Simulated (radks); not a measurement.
# F³⁺ in [He] 2s1.5 2p2 3d0.5: an all-electron calculation

Wanted: eigenvalues, radial structure and energy terms of the fluorine ion F3+.

Program: radks (a radial shooting solver on a logarithmic mesh, Libxc functionals) version 1. Level of theory: scalar-relativistic Kohn-Sham, SCAN, spin-unpolarised, spherical densities, finite nucleus. These are calculated values, not measurements, unless marked.

**1. What is computed**

| Item | Value |
| --- | --- |
| element | fluorine (Z = 9) |
| charge | +3 |
| electrons | 6 |
| configuration | [He] 2s1.5 2p2 3d0.5 |
| nuclear rms radius | 2.8976 fm |

**2. The calculation**

The run's settings:

```text
Z 9
configuration [He] 2s1.5 2p2 3d0.5 3s0 3p0 4d0 4f0
relativity scalar-relativistic
functional scan,scan
spin unpolarised
nucleus finite rms 2.8976 fm
c 137.035999084
```

Q: Predict the outcome of this run.

As calculated:

| quantity | value |
| --- | --- |
| total energy | -93.95671 hartree |
| exchange-correlation share of it | 8.54 % |
| −T/E | 1.0001 |
| highest occupied level | 3d, -18.873 eV |
| most extended occupied level | 3d, <r> = 2.67 bohr |
| radius at density 0.001 e/bohr³ | 3.27 bohr |
| maxima of the radial density | 2 |

3 principal shells are occupied and 2 maxima appear in the radial density; where shells overlap, one shows as a shoulder or not at all. This is not the tabulated ground configuration, so its levels and sizes aren't those of the ground state, and no measured value stands beside it.
